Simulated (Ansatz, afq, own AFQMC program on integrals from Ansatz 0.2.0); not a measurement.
Two steps: Ansatz 0.2.0 writes the Fock matrix and Cholesky factors of the valence space, and afq projects on them the lowest state that overlaps trial and start.

```yaml
crystal:
  periodic: [false, false, false]
  atoms:
    - {symbol: Ge, position_ang: [0.000000, 0.000000, 1.430501]}
    - {symbol: N, position_ang: [0.000000, 0.000000, -0.213910]}
    - {symbol: H, position_ang: [0.000000, 0.000000, -1.216591]}
basis:
  gaussian: {orbitals: cc-pVDZ}
magnetization: {spin_polarized: true, initial_magnetization: 0}
correlation: {method: ccsd_t, electrons: outside_noble_gas, hamiltonian_folder: ham}
```

```sh
$ ansatz run in.yaml --threads 1 --pin off --events-out ev --progress --plain --max-ram 1382MiB
```

Options of the walk:

```
--method free --trial cid --walkers 20 --time-step 0.1 --max-blocks 120 --target-error 0.00076 --factor-cut 1e-05 --seed 8676 --times 0,1,2,3 --taylor-order 8
```

Times are imaginary, in 1/Eh. The walk had a cap of 90 s. Filled inner d shells are frozen with the cores.

```
orbitals 31  electrons 5 5  factors 237 of 509
reference energy -2130.33522597 Eh
CCSD correlation -0.26800863 Eh in 11 cycles, weight of the determinant in the CISD state 0.8627
repeat  energy at the last time / Eh  error
    10  -2130.616630  0.005210
    20  -2130.614135  0.002932
    30  -2130.617182  0.002510
    40  -2130.618130  0.002001
    50  -2130.617212  0.001808
    60  -2130.617642  0.001526
    70  -2130.617434  0.001408
    80  -2130.617521  0.001331
    90  -2130.617594  0.001338
   100  -2130.617478  0.001337
   110  -2130.616972  0.001224
   120  -2130.616578  0.001137
time / (1/Eh)  energy / Eh  error  mean overlap
  0.00  -2130.603367  0.000406  1.1415
  1.00  -2130.616213  0.000566  1.1499
  2.00  -2130.617310  0.000742  1.1375
  3.00  -2130.616578  0.001137  1.1179
energy -2130.616578 +/- 0.001137 Eh
```

The run passed its tests (error under three times the target), which doesn't prove that it has relaxed.

Against this walk (error 30.9 meV) on the same determinant: CCSD(T) 2.2 meV higher (within the noise). The error is statistical, and a free projection of finite length keeps a remainder of its start. None of these is a sure reference here.

A setting was made bad on purpose (time step too long), so the walk's energy isn't to be trusted.

Cautions: remainder of the start not in the error; error above the target (30.9 against 20.7 meV); no relativity below Rb; no spin-orbit coupling; inner d shell frozen; higher spins were not checked; the determinant is a saddle point among determinants of its kind; raised T1 diagnostic (T1 0.029, weight of the determinant 0.86, largest double 0.10); so few walkers bias the energy; the time-step error isn't removed.

A walk keeps the symmetry of its determinant, which the program's search chose and which needn't be the lowest solution, so a lower state of the same spin and another symmetry isn't excluded.
